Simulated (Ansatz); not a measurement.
# PSi2: the cost of one run

The runs use Ansatz 0.2.0, Gaussian basis; def2-QZVPP, core rule «outside noble gas», up to 15 orbitals frozen.

Plan: UHF; ROHF; CCSD(T) on UHF.

### Step 1. The system

The geometry is a PBE0/def2-TZVP stationary point (not a proven minimum).

3 atoms, charge 0, spin multiplicity 4.

Atoms are counted from 1 here; the program's logs count them from 0.

Bond lengths: Si1–P2 2.159 Å, P2–Si3 2.159 Å. Angles: Si1–P2–Si3 180.0°.

### Step 2. UHF

The input, in.yaml:

```yaml
crystal:
  periodic: [false, false, false]
  atoms:
    - {symbol: Si, position_ang: [0.000000, 0.000000, 2.159500]}
    - {symbol: P, position_ang: [0.000000, 0.000000, 0.000000]}
    - {symbol: Si, position_ang: [0.000000, 0.000000, -2.159500]}
basis:
  gaussian: {orbitals: "def2-QZVPP.json"}
magnetization: {spin_polarized: true, initial_magnetization: 3}
hamiltonian: {xc: hf}
output: {orbitals: {seedname: orbitals}}
```

Started as:

```sh
> ansatz run in.yaml --threads 1 --pin off --events-out ev --progress --plain --max-ram 2393MiB
```

Q: Estimate wall time and peak memory on 1 thread of Intel Xeon 6975P-C, shared host.

About 74 s, with a peak of 0.75 GiB.
